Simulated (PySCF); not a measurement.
## Property card for `N#C/C=C/CF`

C4H4FN.
SMILES with atom numbers: `[N:1]#[C:2]/[CH:3]=[CH:4]/[CH2:5][F:6]` (hydrogens: H7 on C3; H8 on C4; H9, H10 on C5)

Among its groups: nitrile, C=C double bond and C–F bond.

**PBE0-D3(BJ)/def2-SVP geometry optimisation, gas phase (PySCF)**

- Point group: Cs
- Rotational constants A, B, C: 16.369, 1.559, 1.436 GHz

**B3LYP/def2-SVPD ground state, ΔSCF and vertical TDDFT (core frozen in the response) (PySCF)**

* Dipole moment: 4.30 D
* HOMO energy: -8.03 eV
* LUMO energy: -1.91 eV
* HOMO–LUMO gap: 6.12 eV
* Lowest singlet excitation: 6.08 eV (204 nm, f = 0.416)
* Strongest line among the 10 lowest singlet transitions: S1 at 6.08 eV (204 nm, f = 0.416)
* Lowest triplet excitation (Tamm–Dancoff): 3.69 eV
* Static isotropic polarisability: 56.5 au
* Vertical ionisation energy: 10.35 eV
* Electronic spatial extent ⟨r²⟩ about the centre of nuclear charge: 741 bohr²

From KT2/pcSseg-2 ground state and GIAO shieldings, non-relativistic (PySCF):

* 13C chemical shifts (computed TMS as zero) by class: 151.1 (C4), 114.9 (C2), 98.6 (C3), 86.1 (C5) ppm
* 1H chemical shifts (computed TMS as zero) by class: 6.72 (H8), 5.78 (H7), 5.19 (H9/H10) ppm
* Isotropic shieldings of nuclei other than C and H, by class: -39 (N1), 411 (F6) ppm

**B3LYP/pcJ-1 indirect spin-spin coupling, non-relativistic, gas phase; spin–dipole term left out for some pairs (PySCF)**

- Largest of the computed one-bond spin–spin couplings (means over like bonds): 19F–13C -247.3 (F6–C5), 13C–1H +182.2 (C3–H7), 13C–1H +167.4 (C4–H8), 13C–1H +156.0 (C5–H9 and 1 like it), 13C–13C +94.3 (C2–C3), 13C–13C +82.3 (C3–C4), 13C–13C +48.3 (C4–C5), 15N–13C -19.9 (N1–C2) Hz

Monoisotopic mass from the formula: 85.0328 u.

The principal polarisabilities are 37.7, 46.8 and 85.2 au; their mean is the isotropic value. The vertical singlet–triplet gap S1 − T1 is 2.39 eV (TDDFT singlet less Tamm–Dancoff triplet; S1: HOMO→LUMO, weight 0.90; T1: HOMO→LUMO, weight 0.96). The largest Löwdin shares of the HOMO are 0.25 on C4, 0.24 on C3, 0.22 on N1 and 0.14 on C2. The polarisability is 8.38 Å³ as a volume (1 au = 0.148185 Å³), or 1.29 au for each of the 44 electrons. The ΔSCF ionisation energy exceeds −ε(HOMO) by 2.32 eV with B3LYP.

Shape of the structure used: `[N:1]#[C:2]/[CH:3]=[CH:4]/[CH2:5][F:6]`: C3–C4–C5–F6 0°.

One conformer stands for the species.
